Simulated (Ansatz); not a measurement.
**BFH2O: reaction (reductive elimination)**

Aim: the minimum-energy path and barrier of the reaction (reductive elimination). The ends are relaxed first, then joined by a nudged elastic band. Meant to form: O2–H4; to break: B1–O2, B1–H4. The start is a guess near the saddle point, from which both ends are pulled out.

All numbers below are computed with Ansatz 0.2.0 (RKS LDA/def2-mTZVP).

## Step 1: The system as given

Bond lengths: B1–O2 1.610 Å, O2–H3 1.010 Å, B1–F5 1.320 Å. Angles: B1–O2–H3 75.9°, O2–B1–F5 155.0°.

Coordinates:

```xyz
5

B     0.0000    0.0000    0.0000
O     0.9238    0.0000    1.3186
H     0.0143   -0.2814    1.6557
H     1.3899    0.0000    0.0173
F    -1.1431    0.0000   -0.6600
```

## Step 2: Pulling towards end A

Springs on the bonds that form and break draw the guess towards this end; the thresholds are loose.

input.yaml

```yaml
crystal:
  periodic: [false, false, false]
  atoms:
    - { symbol: B, position_ang: [0.0, 0.0, 0.0] }
    - { symbol: O, position_ang: [0.9238, 0.0, 1.3186] }
    - { symbol: H, position_ang: [0.0143, -0.2814, 1.6557] }
    - { symbol: H, position_ang: [1.3899, 0.0, 0.0173] }
    - { symbol: F, position_ang: [-1.1431, 0.0, -0.66] }
basis:
  gaussian: { orbitals: def2-mTZVP }
hamiltonian:
  xc: lda
relax:
  f_tol: 0.15
  max_steps: 25
  restrain:
    - { distance: [1, 3], at: 2.21, k: 30.0 }
    - { distance: [0, 1], at: 1.41, k: 30.0 }
    - { distance: [0, 3], at: 1.19, k: 30.0 }
```

Run with:

```
$ ansatz run input.yaml --threads 1 --pin off --max-ram 2048MiB --backend cpu --events-out ev --progress --plain --runs-dir out
```

The log of the run, cut to the lines that bear on the results:

```text
Warning: RAYON_NUM_THREADS=1 ignored (pool sized by the plan → 1); use --threads N
[...]
Functional definition: SPW92
[...]
557 factors; their error is unknown
[...]
mean field -5432.14055352 eV, -199.6274833049 hartree, gradient 2.4e-5 eV, S^2 0.000000; 0 other end points of the search recorded, 0 dependent functions left out
[...]
reference -5432.14058554 eV, -199.6274844815 hartree; 12, 12 occupied and 56, 56 virtual orbitals, 557 factors
relax step   1: F+E_penalty+E_count = -5432.14055352 eV  Δ(F+E_penalty+E_count) = +0.000e0 eV  max|allowed force component| = 7.229e0 eV/Å  E_restraint = 11.47747775 eV  max|allowed force component, restraints' pulls added| = 2.829e1 eV/Å  Δτ_max = 0.0000 Å  (27 SCF iters, accepted)
[...]
relax step   6: F+E_penalty+E_count = -5437.89720939 eV  Δ(F+E_penalty+E_count) = -6.872e-2 eV  max|allowed force component| = 1.273e0 eV/Å  E_restraint = 0.02181205 eV  max|allowed force component, restraints' pulls added| = 7.736e-1 eV/Å  Δτ_max = 0.0726 Å  (28 SCF iters, accepted)
[...]
relax step   7: F+E_penalty+E_count = -5437.92728503 eV  Δ(F+E_penalty+E_count) = -3.008e-2 eV  max|allowed force component| = 1.245e0 eV/Å  E_restraint = 0.02443064 eV  max|allowed force component, restraints' pulls added| = 6.388e-2 eV/Å  Δτ_max = 0.0445 Å  (28 SCF iters, accepted)
  distance O 1 - H 3 = 2.2122 Å
  distance B 0 - O 1 = 1.3698 Å
  distance B 0 - H 3 = 1.1931 Å
557 factors; their error is unknown
[...]
mean field -5437.92728503 eV, -199.8401417654 hartree, gradient 1.3e-5 eV, S^2 0.000000; 1 other end points of the search recorded, 0 dependent functions left out
[...]
reference -5437.92731638 eV, -199.8401429174 hartree; 12, 12 occupied and 56, 56 virtual orbitals, 557 factors
Total energy: -5437.92731638 eV, -199.8401429174 hartree
Atom 0 at     0.386310    -0.012640     0.068844 Å, force     0.053097    -0.105738     1.244507 eV/Å
Atom 1 at     0.580498    -0.119406     1.420621 Å, force    -0.176566     0.080573    -1.064166 eV/Å
Atom 2 at    -0.265058    -0.212279     1.908885 Å, force     0.014013     0.000973     0.018765 eV/Å
Atom 3 at     1.333208     0.104396    -0.647501 Å, force     0.073416     0.017636    -0.142160 eV/Å
Atom 4 at    -0.850059    -0.041470    -0.419249 Å, force     0.036041     0.006555    -0.056946 eV/Å
Dipole moment:    -0.126535    -0.022626     0.170117 e Å
```

Wall time 11 s (1 thread of Arm Neoverse N1, shared host); peak memory 0.12 GiB.

The steps of the relaxation:

```tsv
step	energy from step 1 (eV)	largest force component (eV/Å)
1	0.0000	7.2286
2	-2.3580	5.5726
3	-4.0100	4.8396
4	-5.4636	2.3843
5	-5.6879	2.4961
6	-5.7567	1.2728
7	-5.7867	1.2445
```

Step 1 is the start. Energies and forces in the table leave out the springs, which the log lists apart; the run stops on the force with the springs' pull added.

After: Bond lengths: B1–O2 1.370 Å, O2–H3 0.981 Å, B1–H4 1.193 Å, B1–F5 1.330 Å. Angles: B1–O2–H3 112.1°, O2–B1–H4 119.2°, O2–B1–F5 119.5°, H4–B1–F5 121.3°.

Pairs that crossed the distance rule for bonds on the way: came closer B1–H4.

## Step 3: End point A

It starts where the restrained run ended.

input.yaml

```yaml
crystal:
  periodic: [false, false, false]
  atoms:
    - { symbol: B, position_ang: [0.38631, -0.01264, 0.068844] }
    - { symbol: O, position_ang: [0.580498, -0.119406, 1.420621] }
    - { symbol: H, position_ang: [-0.265058, -0.212279, 1.908885] }
    - { symbol: H, position_ang: [1.333208, 0.104396, -0.647501] }
    - { symbol: F, position_ang: [-0.850059, -0.04147, -0.419249] }
basis:
  gaussian: { orbitals: def2-mTZVP }
hamiltonian:
  xc: lda
relax:
  f_tol: 0.03
  max_steps: 50
```

Run with:

```
$ ansatz run input.yaml --threads 1 --pin off --max-ram 2048MiB --backend cpu --events-out ev --progress --plain --runs-dir out
```

The log of the run, cut to the lines that bear on the results:

```text
Warning: RAYON_NUM_THREADS=1 ignored (pool sized by the plan → 1); use --threads N
[...]
Functional definition: SPW92
[...]
557 factors; their error is unknown
[...]
mean field -5437.92728550 eV, -199.8401417826 hartree, gradient 2.6e-5 eV, S^2 0.000000; 0 other end points of the search recorded, 0 dependent functions left out
[...]
reference -5437.92731665 eV, -199.8401429274 hartree; 12, 12 occupied and 56, 56 virtual orbitals, 557 factors
relax step   1: F+E_penalty+E_count = -5437.92728550 eV  Δ(F+E_penalty+E_count) = +0.000e0 eV  max|allowed force component| = 1.245e0 eV/Å  Δτ_max = 0.0000 Å  (24 SCF iters, accepted)
[...]
relax step   4: F+E_penalty+E_count = -5437.94426222 eV  Δ(F+E_penalty+E_count) = -7.365e-5 eV  max|allowed force component| = 5.779e-2 eV/Å  Δτ_max = 0.0049 Å  (30 SCF iters, accepted)
[...]
relax step   5: F+E_penalty+E_count = -5437.94448116 eV  Δ(F+E_penalty+E_count) = -2.189e-4 eV  max|allowed force component| = 8.941e-3 eV/Å  Δτ_max = 0.0055 Å  (29 SCF iters, accepted)
557 factors; their error is unknown
mean field -5437.94448116 eV, -199.8407737117 hartree, gradient 1.0e-5 eV, S^2 0.000000; 1 other end points of the search recorded, 0 dependent functions left out
[...]
reference -5437.94451234 eV, -199.8407748574 hartree; 12, 12 occupied and 56, 56 virtual orbitals, 557 factors
Total energy: -5437.94451234 eV, -199.8407748574 hartree
Atom 0 at     0.387375    -0.014016     0.083380 Å, force    -0.008020    -0.000997     0.008941 eV/Å
Atom 1 at     0.573679    -0.119245     1.408095 Å, force     0.003421    -0.000588     0.005636 eV/Å
Atom 2 at    -0.261422    -0.212002     1.913537 Å, force     0.001650     0.000604    -0.003804 eV/Å
Atom 3 at     1.329670     0.104784    -0.649887 Å, force     0.007425     0.000932    -0.005709 eV/Å
Atom 4 at    -0.844402    -0.040920    -0.423525 Å, force    -0.004476     0.000049    -0.005064 eV/Å
Dipole moment:    -0.121417    -0.025393     0.209019 e Å
```

Run time: 8.1 s. Hardware: 1 thread of Arm Neoverse N1, shared host; peak memory 0.12 GiB.

Step by step:

```tsv
step	energy from step 1 (eV)	largest force component (eV/Å)
1	0.0000	1.2445
2	-0.0131	0.6029
3	-0.0169	0.0758
4	-0.0170	0.0578
5	-0.0172	0.0089
```

Step 1 is the start.

After: Bond lengths: B1–O2 1.342 Å, O2–H3 0.981 Å, B1–H4 1.200 Å, B1–F5 1.332 Å. Angles: B1–O2–H3 113.5°, O2–B1–H4 120.1°, O2–B1–F5 120.2°, H4–B1–F5 119.7°.

## Step 4: A restrained relaxation towards end B

Springs on the bonds that form and break draw the guess towards this end; the thresholds are loose.

input.yaml

```yaml
crystal:
  periodic: [false, false, false]
  atoms:
    - { symbol: B, position_ang: [0.0, 0.0, 0.0] }
    - { symbol: O, position_ang: [0.9238, 0.0, 1.3186] }
    - { symbol: H, position_ang: [0.0143, -0.2814, 1.6557] }
    - { symbol: H, position_ang: [1.3899, 0.0, 0.0173] }
    - { symbol: F, position_ang: [-1.1431, 0.0, -0.66] }
basis:
  gaussian: { orbitals: def2-mTZVP }
hamiltonian:
  xc: lda
relax:
  f_tol: 0.15
  max_steps: 25
  restrain:
    - { distance: [1, 3], at: 1.01, k: 30.0 }
    - { distance: [0, 1], at: 2.61, k: 30.0 }
    - { distance: [0, 3], at: 2.39, k: 30.0 }
output:
  orbitals: {}
```

Run with:

```
$ ansatz run input.yaml --threads 1 --pin off --max-ram 2048MiB --backend cpu --events-out ev --progress --plain --runs-dir out
```

The log of the run, cut to the lines that bear on the results:

```text
Warning: RAYON_NUM_THREADS=1 ignored (pool sized by the plan → 1); use --threads N
[...]
Functional definition: SPW92
[...]
557 factors; their error is unknown
[...]
mean field -5432.14055352 eV, -199.6274833049 hartree, gradient 2.4e-5 eV, S^2 0.000000; 0 other end points of the search recorded, 0 dependent functions left out
[...]
reference -5432.14058554 eV, -199.6274844815 hartree; 12, 12 occupied and 56, 56 virtual orbitals, 557 factors
relax step   1: F+E_penalty+E_count = -5432.14055352 eV  Δ(F+E_penalty+E_count) = +0.000e0 eV  max|allowed force component| = 7.229e0 eV/Å  E_restraint = 32.07826953 eV  max|allowed force component, restraints' pulls added| = 3.998e1 eV/Å  Δτ_max = 0.0000 Å  (27 SCF iters, accepted)
[...]
  distance O 1 - H 3 = 0.9926 Å
  distance B 0 - O 1 = 2.6062 Å
  distance B 0 - H 3 = 2.3896 Å
557 factors; their error is unknown
[...]
mean field -5433.87710350 eV, -199.6913003396 hartree, gradient 1.9e-5 eV, S^2 0.000000; 1 other end points of the search recorded, 0 dependent functions left out
[...]
reference -5433.87713458 eV, -199.6913014814 hartree; 12, 12 occupied and 56, 56 virtual orbitals, 557 factors
Total energy: -5433.87713458 eV, -199.6913014814 hartree
Atom 0 at    -0.358001    -0.188021    -0.874826 Å, force     0.087830     0.010550     0.111392 eV/Å
Atom 1 at     0.918828     0.265044     1.351545 Å, force     0.208542    -0.224466    -0.514131 eV/Å
Atom 2 at     0.622860    -0.552408     1.800799 Å, force     0.003526     0.001848     0.029805 eV/Å
Atom 3 at     1.500541    -0.075331     0.622899 Å, force    -0.299763     0.195405     0.359211 eV/Å
Atom 4 at    -1.499328     0.269316    -0.568817 Å, force    -0.000136     0.016664     0.013722 eV/Å
Dipole moment:    -0.040391    -0.238487     0.116938 e Å
```

Wall time 17 s (1 thread of Arm Neoverse N1, shared host); peak memory 0.12 GiB.

Relaxation path:

```tsv
step	energy from step 1 (eV)	largest force component (eV/Å)
1	0.0000	7.2286
2	1.5788	8.1590
3	2.0003	11.5436
4	0.3259	7.7539
5	-1.2468	1.7885
6	-1.4712	2.0376
7	-1.6060	0.9780
8x	-1.5402	3.1249
9	-1.6710	0.5988
10	-1.7146	0.4619
11	-1.7366	0.5141
```

Step 1 is the start. 1 step was tried and not accepted (marked x). Energies and forces in the table leave out the springs, which the log lists apart; the run stops on the force with the springs' pull added.

After: Bond lengths: O2–H3 0.979 Å, O2–H4 0.993 Å, B1–F5 1.267 Å. Angles: H3–O2–H4 103.2°.

Pairs that crossed the distance rule for bonds on the way: came closer O2–H4; moved apart B1–O2.

## Step 5: Relaxing end B

It starts where the restrained run ended.

input.yaml

```yaml
crystal:
  periodic: [false, false, false]
  atoms:
    - { symbol: B, position_ang: [-0.358001, -0.188021, -0.874826] }
    - { symbol: O, position_ang: [0.918828, 0.265044, 1.351545] }
    - { symbol: H, position_ang: [0.62286, -0.552408, 1.800799] }
    - { symbol: H, position_ang: [1.500541, -0.075331, 0.622899] }
    - { symbol: F, position_ang: [-1.499328, 0.269316, -0.568817] }
basis:
  gaussian: { orbitals: def2-mTZVP }
hamiltonian:
  xc: lda
relax:
  f_tol: 0.03
  max_steps: 50
```

Run with:

```
$ ansatz run input.yaml --threads 1 --pin off --max-ram 2048MiB --backend cpu --events-out ev --progress --plain --runs-dir out
```

The log of the run, cut to the lines that bear on the results:

```text
Warning: RAYON_NUM_THREADS=1 ignored (pool sized by the plan → 1); use --threads N
[...]
Functional definition: SPW92
[...]
557 factors; their error is unknown
[...]
mean field -5433.87709982 eV, -199.6913002043 hartree, gradient 4.0e-5 eV, S^2 0.000000; 0 other end points of the search recorded, 0 dependent functions left out
[...]
reference -5433.87713045 eV, -199.6913013298 hartree; 12, 12 occupied and 56, 56 virtual orbitals, 557 factors
relax step   1: F+E_penalty+E_count = -5433.87709982 eV  Δ(F+E_penalty+E_count) = +0.000e0 eV  max|allowed force component| = 5.142e-1 eV/Å  Δτ_max = 0.0000 Å  (25 SCF iters, accepted)
[...]
relax step   6: F+E_penalty+E_count = -5433.91669997 eV  Δ(F+E_penalty+E_count) = -2.282e-3 eV  max|allowed force component| = 1.479e-1 eV/Å  Δτ_max = 0.0322 Å  (27 SCF iters, accepted)
[...]
relax step   7: F+E_penalty+E_count = -5433.91753655 eV  Δ(F+E_penalty+E_count) = -8.366e-4 eV  max|allowed force component| = 2.275e-2 eV/Å  Δτ_max = 0.0236 Å  (29 SCF iters, accepted)
557 factors; their error is unknown
[...]
mean field -5433.91753655 eV, -199.6927862265 hartree, gradient 1.2e-5 eV, S^2 0.000000; 1 other end points of the search recorded, 0 dependent functions left out
[...]
reference -5433.91756745 eV, -199.6927873621 hartree; 12, 12 occupied and 56, 56 virtual orbitals, 557 factors
Total energy: -5433.91756745 eV, -199.6927873621 hartree
Atom 0 at    -0.267621    -0.175650    -0.775443 Å, force     0.016229    -0.001988    -0.006277 eV/Å
Atom 1 at     0.781022     0.243113     1.150829 Å, force    -0.022750     0.000059     0.002179 eV/Å
Atom 2 at     0.520192    -0.521713     1.707067 Å, force     0.001170     0.003592     0.004767 eV/Å
Atom 3 at     1.566137    -0.076159     0.656794 Å, force     0.014108    -0.005718    -0.010313 eV/Å
Atom 4 at    -1.414831     0.249009    -0.407647 Å, force    -0.008757     0.004056     0.009643 eV/Å
Dipole moment:     0.131424    -0.192525     0.395115 e Å
```

It took 11 s on 1 thread of Arm Neoverse N1, shared host; peak memory 0.12 GiB.

Relaxation path:

```tsv
step	energy from step 1 (eV)	largest force component (eV/Å)
1	0.0000	0.5142
2x	0.0040	1.3879
3	-0.0185	0.4023
4	-0.0283	0.3602
5	-0.0373	0.1691
6	-0.0396	0.1479
7	-0.0404	0.0227
```

Step 1 is the start. 1 step was tried and not accepted (marked x).

After: Bond lengths: O2–H3 0.981 Å, O2–H4 0.981 Å, B1–F5 1.277 Å. Angles: H3–O2–H4 104.2°.

## Step 6: Nudged elastic band

crystal.atoms is end A as relaxed above, and neb.final_atoms is end B, turned to lie on A. With 5 inner images the band has 7 in all. The start path is listed, through a guess of the saddle.

input.yaml

```yaml
crystal:
  periodic: [false, false, false]
  atoms:
    - { symbol: B, position_ang: [0.387375, -0.014016, 0.08338] }
    - { symbol: O, position_ang: [0.573679, -0.119245, 1.408095] }
    - { symbol: H, position_ang: [-0.261422, -0.212002, 1.913537] }
    - { symbol: H, position_ang: [1.32967, 0.104784, -0.649887] }
    - { symbol: F, position_ang: [-0.844402, -0.04092, -0.423525] }
basis:
  gaussian: { orbitals: def2-mTZVP }
hamiltonian:
  xc: lda
neb:
  order_check: false
  images: 5
  f_tol: 0.05
  max_iterations: 60
  final_atoms:
    - { symbol: B, position_ang: [-0.16241203, -0.29487518, -0.79637742] }
    - { symbol: O, position_ang: [0.71654243, 0.31601431, 1.16316118] }
    - { symbol: H, position_ang: [0.429715, -0.40698885, 1.76098078] }
    - { symbol: H, position_ang: [1.54643866, -0.0195182, 0.76178738] }
    - { symbol: F, position_ang: [-1.34538407, 0.12396892, -0.55795192] }
  initial_path:
    images:
      - { positions_ang: [[0.387375, -0.014016, 0.08338], [0.573679, -0.119245, 1.408095], [-0.261422, -0.212002, 1.913537], [1.32967, 0.104784, -0.649887], [-0.844402, -0.04092, -0.423525]] }
      - { positions_ang: [[0.25839815, -0.0115345, 0.05526284], [0.69009644, -0.07546704, 1.37820185], [-0.16988278, -0.22964598, 1.82852202], [1.34988882, 0.06791567, -0.42735684], [-0.94360064, -0.03266715, -0.50302987]] }
      - { positions_ang: [[0.1294213, -0.009053, 0.02714568], [0.80651389, -0.03168909, 1.34830871], [-0.07834355, -0.24728995, 1.74350704], [1.37010764, 0.03104735, -0.20482668], [-1.04279927, -0.0244143, -0.58253474]] }
      - { positions_ang: [[0.00044445, -0.00657151, -0.00097147], [0.92293133, 0.01208887, 1.31841556], [0.01319567, -0.26493393, 1.65849206], [1.39032645, -0.00582098, 0.01770347], [-1.14199791, -0.01616145, -0.66203962]] }
      - { positions_ang: [[-0.05384104, -0.10267273, -0.26610679], [0.85413503, 0.11339735, 1.2666641], [0.15203545, -0.31228557, 1.69265496], [1.44236386, -0.01038672, 0.26573144], [-1.2097933, 0.03054867, -0.62734372]] }
      - { positions_ang: [[-0.10812654, -0.19877396, -0.5312421], [0.78533873, 0.21470583, 1.21491264], [0.29087523, -0.35963721, 1.72681787], [1.49440126, -0.01495246, 0.51375941], [-1.27758868, 0.0772588, -0.59264782]] }
      - { positions_ang: [[-0.16241203, -0.29487518, -0.79637742], [0.71654243, 0.31601431, 1.16316118], [0.429715, -0.40698885, 1.76098078], [1.54643866, -0.0195182, 0.76178738], [-1.34538407, 0.12396892, -0.55795192]] }
```

Run with:

```
$ ansatz run input.yaml --threads 1 --pin off --max-ram 2048MiB --backend cpu --events-out ev --progress --plain --runs-dir out
```

The log of the run, cut to the lines that bear on the results:

```text
Warning: RAYON_NUM_THREADS=1 ignored (pool sized by the plan → 1); use --threads N
[...]
Functional definition: SPW92
[...]
557 factors; their error is unknown
[...]
mean field -5437.94448113 eV, -199.8407737105 hartree, gradient 2.6e-5 eV, S^2 0.000000; 0 other end points of the search recorded, 0 dependent functions left out
[...]
reference -5437.94451231 eV, -199.8407748563 hartree; 12, 12 occupied and 56, 56 virtual orbitals, 557 factors
557 factors; their error is unknown
[...]
mean field -5433.91753315 eV, -199.6927861018 hartree, gradient 5.1e-5 eV, S^2 0.000000; 0 other end points of the search recorded, 0 dependent functions left out
[...]
reference -5433.91756435 eV, -199.6927872483 hartree; 12, 12 occupied and 56, 56 virtual orbitals, 557 factors
NEB end point (image 0): max|allowed force component| = 8.943e-3 eV/Å (the criterion of neb.relax_end_points is 1.000e-2)
[...]
NEB iter  10: max|band force component| = 2.283e-1 eV/Å  barrier→ = 4.2962 eV  barrier← = 0.2692 eV  CI = image 4  Δτ_max = 0.0785 Å  (149 SCF iters)
[...]
NEB iter  13: max|band force component| = 6.727e-2 eV/Å  barrier→ = 4.2960 eV  barrier← = 0.2690 eV  CI = image 4  Δτ_max = 0.0115 Å  (114 SCF iters)
[...]
NEB iter  14: max|band force component| = 3.085e-2 eV/Å  barrier→ = 4.2960 eV  barrier← = 0.2690 eV  CI = image 4  Δτ_max = 0.0000 Å  (234 SCF iters)
Total energy: -5433.64854938 eV, -199.6829011306 hartree
Atom 0 at     0.121972     0.126528    -0.395168 Å, force    -0.000292    -0.000067     0.000243 eV/Å
Atom 1 at     0.627994     0.212915     1.025178 Å, force     0.000059     0.000108     0.000262 eV/Å
Atom 2 at     0.171618    -0.369476     1.712612 Å, force    -0.000001     0.000044    -0.000138 eV/Å
Atom 3 at     1.440757    -0.198702     0.376136 Å, force     0.000150    -0.000086    -0.000154 eV/Å
Atom 4 at    -1.177442    -0.052663    -0.387158 Å, force     0.000084     0.000001    -0.000212 eV/Å
Dipole moment:     0.046040    -0.214503     0.620312 e Å
this run last wrote the band of iteration 14 to <dir>
```

Run time: 79 s. Hardware: 1 thread of Arm Neoverse N1, shared host; peak memory 0.11 GiB.

## Step 7: Images and barrier

Images 0 and 6 are the ends. Energies count from image 0; the path length is the program's own measure over all atoms.

```tsv
image	path (Å)	energy (eV)	O2–H4 (Å)	B1–O2 (Å)	B1–H4 (Å)	band force (eV/Å)
0	0.000	0.0000	2.20	1.34	1.20	-
1	0.408	0.3021	2.07	1.34	1.19	0.004
2	0.816	1.3140	1.82	1.35	1.21	0.001
3	1.224	3.1804	1.48	1.41	1.32	0.001
4*	1.632	4.2960	1.12	1.51	1.56	0.000
5	2.287	4.0465	0.99	1.73	2.27	0.031
6	2.942	4.0269	0.98	2.23	2.33	-
```

The star marks the climbing image.

image, energy (eV) and a bar:
```
        0      0.000 
        1      0.302 ##
        2      1.314 #########
        3      3.180 ######################
        4      4.296 ##############################
        5      4.046 ############################
        6      4.027 ############################
```

The top of the band by iteration:

```tsv
iteration	highest image above image 0 (eV)	largest band force (eV/Å)
1	6.1051	6.966
3	4.4403	1.832
5	4.3264	0.449
7	4.3029	0.370
9	4.2965	0.700
11	4.2960	0.215
13	4.2960	0.067
14	4.2960	0.031
```

The band as a trajectory file:

```xyz
5
image=0 dE=0.0000
B     0.387   -0.014    0.083
O     0.574   -0.119    1.408
H    -0.261   -0.212    1.914
H     1.330    0.105   -0.650
F    -0.844   -0.041   -0.424
5
image=1 dE=0.3021
B     0.316    0.053    0.044
O     0.523    0.096    1.368
H    -0.117   -0.395    1.907
H     1.370   -0.039   -0.510
F    -0.908    0.003   -0.478
5
image=2 dE=1.3140
B     0.247    0.095   -0.044
O     0.489    0.213    1.281
H     0.040   -0.460    1.812
H     1.422   -0.134   -0.246
F    -1.014    0.005   -0.472
5
image=3 dE=3.1804
B     0.191    0.128   -0.201
O     0.541    0.220    1.158
H     0.120   -0.443    1.738
H     1.448   -0.182    0.063
F    -1.115   -0.004   -0.427
5
image=4 dE=4.2960
B     0.122    0.127   -0.395
O     0.628    0.213    1.025
H     0.172   -0.369    1.713
H     1.441   -0.199    0.376
F    -1.177   -0.053   -0.387
5
image=5 dE=4.0465
B    -0.041    0.023   -0.695
O     0.684    0.175    0.873
H     0.211   -0.311    1.601
H     1.620   -0.130    0.842
F    -1.289   -0.038   -0.289
5
image=6 dE=4.0269
B    -0.162   -0.295   -0.796
O     0.717    0.316    1.163
H     0.430   -0.407    1.761
H     1.546   -0.020    0.762
F    -1.345    0.124   -0.558
```

(Part 1 of 2 ends here.)
